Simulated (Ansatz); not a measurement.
Relaxation of ClH4Si (6 atoms, charge 0, multiplicity 2), to a largest force component of 0.03 eV/Å in at most 50 steps.

Level of theory: UKS B3LYP/def2-SVP in Ansatz.

```xyz
6
Properties=species:S:1:pos:R:3
Si 0.000 0.000 -0.300
H -0.002 0.000 2.359
H 1.435 0.000 -0.708
H -0.717 1.242 -0.709
H -0.717 -1.242 -0.709
Cl 0.002 0.000 3.698
```

Problem. Where does it end, and by what steps?

Solution. The forces met the threshold. After 4 steps the energy has fallen by 0.017 eV; H2 moved furthest, 0.04 Å.

| step | energy less start (eV) | largest force component (eV/Å) | accepted |
| --- | --- | --- | --- |
| 0 | 0.0000 | 0.881 | yes |
| 1 | -0.0112 | 0.199 | yes |
| 2 | -0.0144 | 0.188 | yes |
| 3 | -0.0166 | 0.047 | yes |
| 4 | -0.0168 | 0.010 | yes |

```xyz
6
Properties=species:S:1:pos:R:3
Si 0.000 0.000 -0.301
H 0.001 0.000 2.402
H 1.429 0.000 -0.724
H -0.714 1.237 -0.725
H -0.714 -1.237 -0.725
Cl 0.000 0.000 3.704
```

The run took 9.5 s on 1 thread of Arm Neoverse V2, on a shared host, peak memory 0.13 GiB.
